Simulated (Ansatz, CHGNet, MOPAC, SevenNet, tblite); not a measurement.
**How well does each level of theory give the elastic constant C44 of zinc-blende InAs?**

Reference value: 39.6 GPa (measured, temperature not stated, not corrected to a static lattice; as tabulated in Oses et al. (2018), arXiv:1811.08464).

| level (code) | value (GPa) | cell (Å³/atom) |
|---|---|---|
| GFN2-xTB (tblite) | 14.7 | 31.42 |
| PM7 semi-empirical Hartree-Fock (MOPAC) | 35.4 | 27.83 |
| CHGNet 0.3.0 | 9.41 | 29.60 |
| SevenNet-l3i5 | 25.6 | 29.67 |
| LDA (Ansatz) | 38.0 | 27.35 |
| PBE (Ansatz) | 33.5 | 29.59 |
| PBEsol (Ansatz) | 35.7 | 28.20 |
| r²SCAN (Ansatz) | ? | 28.49 |
| r²SCANh (Ansatz) | ? | 28.24 |

Question: Fill in the missing entries.

Answer: 
- r²SCAN (Ansatz, a first-principles code), value (GPa): 38.5
- r²SCANh (Ansatz), value (GPa): 40.4

Differences against the reference: GFN2-xTB -63 %, PM7 semi-empirical Hartree-Fock (MOPAC) -10.6 %, CHGNet 0.3.0 -76 %, SevenNet-l3i5 -35 %, LDA -4.0 %, PBE -15.4 %, PBEsol -9.8 %, r²SCAN -2.8 %, r²SCANh +2.0 %.

The reference's temperature isn't stated, so close values are not ranked against it. Off by more than 25 %, or 35 % on the side where a correction would as a rule narrow the miss (bounds picked here): CHGNet 0.3.0 (-76 %), GFN2-xTB (-63 %), SevenNet-l3i5 (-35 %).

The reference isn't brought to a static lattice, while the calculations are for one, so the differences are not the levels' errors alone. A static lattice is as a rule stiffer than a warm one, by over a tenth in soft solids.  GFN2-xTB, PM7 semi-empirical Hartree-Fock (MOPAC): the method was fitted mainly to molecules. GFN2-xTB, PM7 semi-empirical Hartree-Fock (MOPAC): the run uses a supercell at the zone centre in place of a k mesh. LDA, PBE, PBEsol: the solid has no gap at this level, which affects its response. Each level is taken at its own relaxed cell. Cutoffs and k meshes differ between the levels. Ansatz's density-functional and Hartree–Fock values are scalar-relativistic unless marked +SOC, with PAW data made under PBE.

Machine-learned potentials (CHGNet 0.3.0, SevenNet-l3i5) are trained on DFT data: a solid inside that data is no test of them.

Differences are worked out from the printed values.
